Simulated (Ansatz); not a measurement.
# Exact exchange and the electronic atomisation energy of C3H8O2 (dimethoxymethane)

The species is C3H8O2 (13 atoms), meant as a singlet with charge 0. SMILES: `COCOC`. Geometry: relaxed at PBE0-D4/def2-TZVP. This is one conformer, not always the lowest.

The electronic atomisation energy y, in eV, basis cc-pVDZ; a is the functional's share of exact exchange. Programs: Ansatz 0.2.0.

| functional | program | a | y (eV) |
| --- | --- | --- | --- |
| r2SCAN | Ansatz | 0 | 51.01 |
| PBE | Ansatz | 0 | 52.05 |
| B3LYP | Ansatz | 0.2 | ? |
| PBE0 | Ansatz | 0.25 | 50.92 |
| BHLYP | Ansatz | 0.5 | 48.93 |

**Question.** Fit y = c + s·a to the known rows and predict B3LYP.

**Answer.** 
1. Means of the 4 rows: a = 0.1875, y = 50.727.
2. Σ(Δa)² = 0.17188, Σ(Δa·Δy) = -0.85062, so the slope is -0.85062/0.17188 = -4.9489.
3. Intercept: 50.727 − (-4.9489) × 0.1875 = 51.655. The largest residual of the fit is 0.65.
4. B3LYP: 51.655 + (-4.9489) × 0.2 = 50.67 eV.

The run gave 50.59 eV, so the prediction is off by +0.08 eV, within the largest residual. The rows mix families of semi-local functionals, which the line can't see.
